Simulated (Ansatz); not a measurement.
## A Morse fit to a bond in BeMgH2 (H-bridged), triplet, and a point to predict

Starting geometry (PBE0/def2-TZVP stationary point for this spin, which needn't be the lowest; state A'):

```yaml
atoms:
  - { symbol: Be, position_ang: [0.0000, -0.0640, 1.9142] }
  - { symbol: Mg, position_ang: [0.0000, -0.0368, -0.6569] }
  - { symbol: H, position_ang: [0.0000, 1.0491, 1.0318] }
  - { symbol: H, position_ang: [0.0000, 0.4099, -2.3070] }
```

Atom H4 moves along the line of the distance Mg2-H4, all else staying in place. Energies are in eV from the starting point at each level.

Basis 6-31G; Ansatz 0.2.0. Only valence electrons are correlated (noble-gas cores frozen). The metal's outer-core shells are frozen, which leaves out core–valence correlation.

Full CI is exact within this basis and frozen core; it isn't the basis-set limit.

```csv
distance Mg2-H4 (Å),full CI,B3LYP
1.369,0.964,0.868
1.533,0.251,0.206
1.710,0.000,0.000
1.860,0.025,0.060
2.056,0.231,0.307
2.366,?,?
2.734,1.219,1.411
3.239,1.568,1.854
3.706,1.626,2.023
4.726,1.631,2.105
5.779,1.632,2.115
```

A Morse curve E(r) = E0 + De (1 − exp(−a (r − re)))² is laid through the three points about the minimum (1.533, 1.710, 1.860 Å), with E0 + De set to the last point:

```json
{"level": "full CI", "re (Å)": "1.757", "a (1/Å)": "1.498", "E0 (eV)": "-0.009", "De (eV)": "1.641", "k = 2 De a² (eV/Å²)": "7.4"}
{"level": "B3LYP", "re (Å)": "1.727", "a (1/Å)": "1.403", "E0 (eV)": "-0.001", "De (eV)": "2.116", "k = 2 De a² (eV/Å²)": "8.3"}
```

Question: Use the full-CI fit to predict the withheld energy at 2.366 Å.

Answer: exp(−1.498 × (2.366 − 1.757)) = 0.4016; E = -0.009 + 1.641 × (1 − 0.4016)² = 0.579 eV. Full CI in 6-31G gives 0.703 eV, so the Morse form is 0.124 eV too low there (7.6 % of De). At the other points past the fit it misses by up to 0.27 eV (at 3.239 Å), so the curve isn't Morse-like throughout. B3LYP gives 0.841 eV.

Unrestricted Kohn–Sham rows aren't spin-pure: their determinants' ⟨S²⟩ exceeds S(S+1) by up to 0.11, so they mix in states of higher spin.

Kohn–Sham is unrestricted where that lies lower.

De here is the energy of pulling rigid fragments apart in this basis, without relaxation or zero-point terms. The set has no polarisation functions, so bonds come out too long and too weak, most of all with atoms from Na to Ar.

In so small a basis the reference is far from its limit while semilocal and hybrid functionals are nearer theirs, so the functionals' errors here hold much of the reference's basis and frozen-core error, which can add to them or hide them.
